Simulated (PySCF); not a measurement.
# C5H8: the cost of one run

Programs: PySCF 2.14.0, with density-fitted response routines of our own. Each step states its level of theory. These are calculated values for one molecule in the gas phase, unless marked as measured. Atoms are numbered from 0 throughout.

### 1 The starting structure

13 atoms, charge 0, multiplicity 1; geometry from: GFN2-xTB. The atoms were then displaced at random by about 0.01 Å, so the start is not that level's minimum.

Bonds of the start (Å): C0–C1 1.32, C1–C2 1.31, C2–C3 1.47, C3–C4 1.56, C0–H5 1.08, C0–H6 1.06, C2–H7 1.07, C3–H8 1.09, C3–H9 1.09, C4–H10 1.10, C4–H11 1.10, C4–H12 1.08.

### 2 Geometry optimisation at PBE0-D3(BJ)/def2-TZVP

What the job is given:

```
{"job": {"xc": "PBE0", "basis": "def2-TZVP", "d3": "d3bj", "grid": 2, "shake": 0.01, "kind": "geom"}, "charge": 0, "multiplicity": 1}
C      2.707400    -0.071860     0.344040
C      1.506410    -0.147790    -0.197100
C      0.310160    -0.222660    -0.730530
C     -0.812270     0.612050    -0.289590
C     -1.916010    -0.274450     0.354510
H      3.435120     0.624520    -0.055510
H      2.979810    -0.638140     1.197790
H      0.149660    -0.933630    -1.513220
H     -1.274000     1.116550    -1.140110
H     -0.516420     1.370970     0.430000
H     -2.781870     0.327940     0.665880
H     -1.505350    -0.751670     1.258550
H     -2.276830    -1.028710    -0.335040
```

The run is started by

```bash
$ OMP_NUM_THREADS=2 python probes_run.py task.json out
```

One launch serves the whole session: the jobs run in the order shown.

**Question.** How long does this first job take on 2 threads of AMD EPYC, shared host, and how much memory does it need?

About 3.4 min, with a peak of 1 GiB.
